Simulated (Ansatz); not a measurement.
# Worked example: SiO, triplet against SiO, singlet

Geometry (PBE0/def2-TZVP stationary point of a singlet), kept for both states (SiO, singlet: Σ⁺; SiO, triplet: Π):

```yaml
atoms:
  - { symbol: Si, position_ang: [0.0000, 0.0000, 0.0000] }
  - { symbol: O, position_ang: [0.0000, 0.0000, 1.5088] }
```

Basis cc-pVDZ; Ansatz 0.2.0. Only valence electrons are correlated (noble-gas cores frozen). Prefix R: restricted or restricted open-shell reference; prefix U: unrestricted.

Full CI isn't at hand for all of this; UCCSDT(Q) serves as the reference, and is uncertain by about the last step of the cluster series.

Coupled cluster chose its determinant by trial CCSD, here up to 0.48 eV above the lowest Hartree–Fock solution of its kind, and MP2 stands on that determinant too.

```
    level  E(SiO, singlet) (hartree)  E(SiO, triplet) (hartree)
     UMP2                -364.062761                -363.899355
 UCCSD(T)                -364.080106                -363.919794
      PBE                -364.492724                -364.343340
    B3LYP                -364.733491                -364.578821
UCCSDT(Q)                -364.082440                -363.922799
```

Problem. Give the vertical gap, SiO triplet less SiO singlet, at each level in eV (1 hartree = 27.2114 eV), and each error against UCCSDT(Q).

Solution. UCCSDT(Q): (-363.922799 − (-364.082440)) × 27.2114 = 4.344 eV (the reference)
B3LYP: (-364.578821 − (-364.733491)) × 27.2114 = 4.209 eV, error -0.135 eV
PBE: (-364.343340 − (-364.492724)) × 27.2114 = 4.065 eV, error -0.279 eV
UCCSD(T): (-363.919794 − (-364.080106)) × 27.2114 = 4.362 eV, error 0.018 eV
UMP2: (-363.899355 − (-364.062761)) × 27.2114 = 4.447 eV, error 0.103 eV

Total energies of functionals can't be set beside those of wave-function methods, since they hold the core's correlation and their own absolute errors; only the differences compare.

In so small a basis the reference is far from its limit while semilocal and hybrid functionals are nearer theirs, so the functionals' errors here hold much of the reference's basis and frozen-core error, which can add to them or hide them.

Each level lands on the state that its own search finds. T1 diagnostics of restricted CCSD: 0.030 and 0.052.
